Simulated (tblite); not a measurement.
Run record: tight-binding relaxation, `[S]C1=CC=CS1` [radical].

Computed with GFN2-xTB geometry optimisation, gas phase (tblite 0.8.0). Start geometry: from a force field or distance geometry. The command runs a driver script over a list of jobs; the input below is this job's line of settings and its coordinates in Å.

Command:
```bash
OMP_NUM_THREADS=1 python probes_run.py task.json out
```

Input:
```
{"job": {"kind": "relax", "xc": "GFN2-xTB", "basis": "xTB"}, "charge": 0, "multiplicity": 2}
S      3.177800     0.117100    -0.124100
C      1.380900     0.283700    -0.036000
C      0.456300    -0.705400    -0.106300
C     -0.854900    -0.423100    -0.027800
C     -1.309600     0.832300     0.167300
S      0.283800     1.747300     0.203800
H      0.809100    -1.762000    -0.263100
H     -1.615700    -1.259100    -0.087100
H     -2.314200     1.175300     0.248100
```

Output:
```
step      E/eV     max force
  0    -448.67170    4.733
  1    -449.11942    2.225
  2    -449.30323    1.759
  3    -449.60227    1.724
  4    -449.68239    0.831
  5    -449.73780    0.448
  6    -449.75014    0.422
  7    -449.78479    0.586
  8    -449.79743    0.358
  9    -449.80123    0.108
 10    -449.80183    0.102
 11    -449.80244    0.090
 12    -449.80329    0.090
 13    -449.80384    0.064
 14    -449.80414    0.045
 15    -449.80429    0.031
 16    -449.80437    0.028
 17    -449.80440    0.014
 18    -449.80440    0.005
```

«max force» is the largest atomic force in eV/Å.

Question: From which step on does the largest force stay under 0.1 eV/Å, and how much energy is left to gain from there?

Answer: From step 11 (0.090 eV/Å), 2.0 meV above the end.

Main results: energy lowered by 26.1 kcal/mol over 18 steps; largest atomic force 0.005 eV/Å at the end.

Question: Where do the atoms end?

Answer: 0.167 Å rms from the input after alignment:
```
atom  x, y, z in Å
S1     2.9486    0.3337   -0.0903
C2     1.2747    0.2817   -0.0241
C3     0.4541   -0.8336   -0.1286
C4    -0.9021   -0.5311   -0.0301
C5    -1.1386    0.8086    0.1500
S6     0.2951    1.7345    0.2030
H7     0.8563   -1.8199   -0.2716
H8    -1.6865   -1.2643   -0.0875
H9    -2.0880    1.2965    0.2540
```

On one thread of an Arm Neoverse V1, shared host, this took 0.1 s of wall time.
Labels such as C1 count atoms from 1, the log's own numbers from 0.
